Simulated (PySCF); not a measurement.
**XPS shifts beside NMR shieldings**

Species: C5H5 (charge +1).
Z-matrix (Å and degrees, PBE0-D3(BJ)/def2-SVP geometry), rows numbered from 1:
```
C 
C   1  1.3486
C   2  1.4210  1  120.39
C   3  1.3834  2  151.34  1     0.60
C   4  1.3507  3   60.71  2   179.38
H   1  1.0946  2  121.68  3     0.04
H   1  1.0939  2  120.93  3  -179.92
H   2  1.0929  1  122.09  3   179.97
H   4  1.0918  3  150.34  5   179.88
H   5  1.0918  3  149.96  4   179.74
```

Binding energies: delta-SCF UKS SCAN, pcX-2 on the ionised atom, pcseg-1 elsewhere, spin-free X2C (PySCF 2.14.0). Shieldings: GIAO KT2/pcSseg-2, non-relativistic, same geometry.

```
atom  C 1s (eV)
  C1     296.36
  C2     296.69
  C3     298.63
  C4     298.29
  C5     298.25
```

Question: What are the absolute isotropic shieldings of these atoms?

Answer: 
| atom | environment | C 1s (eV) | isotropic shielding (ppm) |
| --- | --- | --- | --- |
| C1 | terminal =CH2 carbon | 296.36 | 8.7 |
| C2 | alkene CH carbon | 296.69 | 65.2 |
| C5 | unsaturated ring CH carbon | 298.25 | 23.7 |
| C4 | unsaturated ring CH carbon | 298.29 | 23.7 |
| C3 | unsaturated ring carbon | 298.63 | 19.8 |

Question: Among the listed atoms, is the one with the highest binding energy also the least shielded?

Answer: No. The highest binding energy is at C3 (298.63 eV, shielding 19.8 ppm), the lowest shielding at C1 (8.7 ppm, 296.36 eV).

By binding energy: C1 < C2 < C5 ≈ C4 < C3. By shielding: C1 < C3 < C5 ≈ C4 < C2.

Spin contamination (⟨S²⟩ against 0.75 for a pure doublet) is marked for C 1s of C1 (0.92), C 1s of C4 (0.89) and C 1s of C5 (0.89), which makes these values less certain. The species carries charge +1, so core ionisation leaves charge +2. Isolated species at its PBE0-D3(BJ)/def2-SVP geometry (one conformer only).
